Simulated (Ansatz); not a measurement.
# HAs–AsH, triplet in cc-pVDZ: errors against UCCSDT(Q)

Geometry: that of the HAs–AsH, singlet, kept fixed. The singlet lies 1.9 eV lower here.

```yaml
atoms:
  - { symbol: As, position_ang: [0.0000, -0.0500, 1.1158] }
  - { symbol: As, position_ang: [0.0000, 0.0500, -1.1158] }
  - { symbol: H, position_ang: [0.0000, 1.4742, 1.2479] }
  - { symbol: H, position_ang: [0.0000, -1.4742, -1.2479] }
```

Basis cc-pVDZ; Ansatz 0.2.0. Correlated methods freeze the noble-gas cores and the filled d shells of p-block atoms, which leaves 12 electrons in 36 orbitals. Prefix R: restricted or restricted open-shell reference; prefix U: unrestricted. Active spaces: valence = (12e, 10o) chosen from the atoms' valence shells. No spin–orbit coupling is included, and no scalar relativity.

Full CI isn't at hand for all of this; UCCSDT(Q) serves as the reference, and is uncertain by the last step of the cluster series or more. The frozen core follows each run's orbitals, which can shift R against U totals by a few meV for light atoms and by up to 0.1 eV past Ca.

- UHF ⟨S²⟩: 2.023
- T1 diagnostic (RCCSD): 0.0177
- largest doubles amplitude (RCCSD): 0.066
- T1 diagnostic (UCCSD): 0.0123

```
   level  E − E(UHF) (eV)
    UMP2          -4.7550
   UCCSD          -5.7423
UCCSD(T)          -5.8951
```

(1) Estimate how far UCCSDT(Q) in cc-pVDZ lies from UCCSD(T). The table doesn't fix it; the size of (T) and the diagnostics are the guide.

(1) UCCSDT(Q) in cc-pVDZ lies 0.83 kcal/mol below UCCSD(T), which is 24 % of the (T) step (-3.52 kcal/mol). The diagnostics are small and one determinant leads, so the series closes fast and only a small part of (T) is left.

The other levels:

```json
{"level": "UCCSDT", "E − E(UCCSDT(Q)) (kcal/mol)": "0.20", "wall time": "–"}
```

Run but not shown, since their state, orbitals or frozen core can't be matched to the reference's or they repeat it: RHF, RMP2, CISD, RCCSD, RCCSD(T), BCCD(T), RCCSDT, RCCSDT(Q), CASSCF (valence space), NEVPT2 (valence space), MRCISD (valence space), MRCISD+Q (valence space).

Natural occupations of CASSCF (valence space) about the gap: 1.991 1.974 1.973 1.964 1.004 0.997 0.042 0.030 0.029; effectively unpaired electrons, Σ n²(2−n)², 2.02.
